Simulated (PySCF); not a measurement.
Molecule: `F[C@@]12CC[C@@H]1C2`, C5H7F.

Geometry:
```
atom   x (Å)   y (Å)   z (Å)
  F1   0.228  -2.079   0.875
  C2   0.156  -0.901   0.224
  C3  -1.135  -0.385  -0.369
  C4  -0.689   1.051   0.027
  C5   0.566   0.479   0.679
  C6   1.363  -0.275  -0.362
  H7  -2.002  -0.716   0.219
  H8  -1.316  -0.601  -1.434
  H9  -0.507   1.746  -0.809
 H10  -1.377   1.528   0.738
 H11   1.018   0.813   1.616
 H12   1.396   0.061  -1.407
 H13   2.297  -0.699   0.016
```

Spin–spin couplings on one PBE0-D3(BJ)/def2-SVP geometry, PySCF, gas phase, non-relativistic, equivalent pairs averaged (spin–dipole term only in couplings to heteroatoms); isotopes 19F, 13C, 1H; functional B3LYP.

How do the couplings (Hz) change with the basis set? Times are CPU seconds on shared hosts with different chips, so compare them loosely. Far from the basis limit: 6-31G*, pcJ-0, def2-TZVP, cc-pVTZ.

Answers


```
basis set  functions  1J(F1,C2)  1J(C5,H11)  1J(C6,H12)  1J(C6,H13)  1J(C3,H7)  1J(C4,H10)  1J(C4,H9)  core-s
   6-31G*         98     -232.4       179.6       171.0       170.5      158.7       154.8      153.2      16
    pcJ-0         99     -399.2       164.9       150.0       140.0      122.8       123.6      124.0       9
def2-TZVP        228     -395.8       180.4       164.8       153.5      135.0       136.3      136.0      34
  cc-pVTZ        278     -328.7       173.6       155.9       143.1      124.8       126.2      126.3      71
```

The Fermi-contact term samples the wavefunction at the nucleus, which is why sets with added tight s functions (names with J) are made for couplings.
